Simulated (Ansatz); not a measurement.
# Black phosphorus

Level of theory: PBE-D4 in Ansatz (plane waves, PAW).

Numerical settings: plane-wave cutoff 500 eV, 10×10×8 k mesh (along the axes of the cell as run), gaussian smearing 0.02 eV, scalar-relativistic PAW data made under PBE.

Cell (relaxed at this level):

Space group Cmce (No. 64); a = 3.3228 Å, b = 10.2195 Å, c = 4.1748 Å, α = β = γ = 90.00°

```json
[
 {"atom": "P", "site": "8f", "symmetry": "m..", "x": "0.0000", "y": "0.1061", "z": "0.0723"}
]
```
(The calculation used a cell of 4 atoms; values per cell refer to that cell.)

| Item | Result |
|---|---|
| band gap | none |

Measured, for comparison: band gap 0.35 eV (temperature not stated, no zero-point or thermal correction; as tabulated in Das et al. (2018), arXiv:1807.05623). Computed (rounded) less measured: band gap -0.35 eV.

Static lattice: no zero-point or thermal effects.

Ansatz is an electronic-structure program.
